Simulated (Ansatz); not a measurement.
Program: Ansatz. Geometries: PBE0-D4/def2-TZVP. ΔE: electronic, gas phase. CBS: MP2 limit from def2 TZ/QZ plus the TZ coupled-cluster correction, frozen cores. This one scheme is used for every species. Functionals use def2-TZVPP.

Consider the substitution at a C–Cl bond: `F/C(Cl)=C(\F)Cl` + H–F → `FC(F)=C(F)Cl` + HCl.

`F/C(Cl)=C(\F)Cl`:

```xyz
6

F    -1.197    0.326   -1.311
C    -0.320   -0.272   -0.522
Cl   -0.006   -1.888   -0.906
C     0.238    0.400    0.481
F    -0.084    1.666    0.690
Cl    1.369   -0.232    1.567
```

H–F:

Z-matrix (Å, degrees):
```
F
H 1 0.920
```

`FC(F)=C(F)Cl`:

Cartesian coordinates in Å:
```
F 0.030 -1.639 -0.765
C -0.325 -0.608 -0.041
F -1.414 -0.828 0.645
C 0.352 0.530 -0.014
F 1.450 0.673 -0.741
Cl -0.093 1.872 0.917
```

HCl:

Cartesian coordinates in Å:
```
Cl -0.155 0.598 -0.163
H 0.155 -0.598 0.163
```

```json
{"level": "PBE-D4", "ΔE (kJ/mol)": "9.5"}
{"level": "PBE0-D4", "ΔE (kJ/mol)": "7.3"}
{"level": "B2PLYP", "ΔE (kJ/mol)": "5.6"}
{"level": "PBE", "ΔE (kJ/mol)": "5.6"}
{"level": "PBE0", "ΔE (kJ/mol)": "3.9"}
{"level": "HF/def2-TZVPP", "ΔE (kJ/mol)": "-16.3"}
{"level": "SCS-MP2/def2-TZVPP", "ΔE (kJ/mol)": "13.0"}
{"level": "HF/CBS(def2)", "ΔE (kJ/mol)": "-16.0"}
```

(1) What does CCSD(T)/CBS give? (An estimate is asked.)

Largest T1 diagnostic among the species: 0.012.

## Answers

(1) The calculation gave: +16.1 kJ/mol. The listed levels differ from it by -6.6, -8.8, -10.5, -10.5, -12.2, -32.4, -3.1, -32.1 kJ/mol.

The D4 term adds +6.4 kJ/mol with B3LYP and +3.3 kJ/mol with PBE0; it sums over pairs of atoms, weighted by their polarisabilities, and B3LYP, whose exchange is more repulsive, gets the larger term. In def2-TZVPP, CCSD(T) changes the Hartree–Fock value by +24.0 kJ/mol (the triples alone add +4.3 kJ/mol) and MP2 by +36.7 kJ/mol.

B3LYP here is the variant with VWN-RPA as its local correlation; programs differ in this.
